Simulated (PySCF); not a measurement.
# Isomers of C2H7N: computed energies against enthalpies of formation

**Measured values to compare with.**

From CRC Handbook of Chemistry and Physics, for the gas at 298.15 K: enthalpy of formation of `CCN` (ethanamine) -47.5 kJ/mol; enthalpy of formation of `CNC` (dimethylamine) -18.8 kJ/mol.

The results are set against them at the end.

Differences of these values give the isomerisation enthalpies. Geometries: GFN2-xTB; runs in PySCF, gas phase, with a dispersion term only where the level names one. Total electronic energies (Eh):

```csv
SMILES,PBE0/pcSseg-1
CCN,-134.98921
CNC,-134.97805
```

Geometry of `CCN` (Å):
```
atom  x, y, z in Å
C1    -1.058   -0.148    0.120
C2     0.247    0.545   -0.284
N3     1.454   -0.198    0.030
H4    -1.913    0.468   -0.148
H5    -1.079   -0.321    1.195
H6    -1.151   -1.108   -0.386
H7     0.318    1.513    0.221
H8     0.247    0.726   -1.363
H9     1.438   -1.100   -0.436
H10    1.506   -0.372    1.029
```

Geometry of `CNC` (Å):
```
atom  x, y, z in Å
C1    -1.208   -0.049   -0.049
N2     0.037    0.651   -0.283
C3     1.198   -0.178   -0.033
H4    -1.274   -0.884   -0.747
H5    -2.038    0.629   -0.238
H6    -1.302   -0.450    0.973
H7     0.078    1.477    0.308
H8     1.184   -1.014   -0.733
H9     1.236   -0.586    0.989
H10    2.098    0.408   -0.209
```

Zero-point and thermal terms are left out, so the computed numbers are electronic energies.

**Comparison with experiment**

Relative to `CCN`, the lowest by measurement, in kJ/mol (measured: enthalpies at 298.15 K; computed: electronic energies):

```json
{"SMILES": "CCN", "measured": "0.0", "PBE0/pcSseg-1": "0.0"}
{"SMILES": "CNC", "measured": "28.7", "PBE0/pcSseg-1": "29.3"}
```

Measured values: -47.5 kJ/mol (298.15 K; CRC Handbook of Chemistry and Physics) for the first row; the others come from the same table. Unsigned miss: PBE0/pcSseg-1 0.6 kJ/mol. One conformer stands for `CCN`, not necessarily the lowest, while the measurement averages over conformers. Where a level misses, the cause wasn't examined.
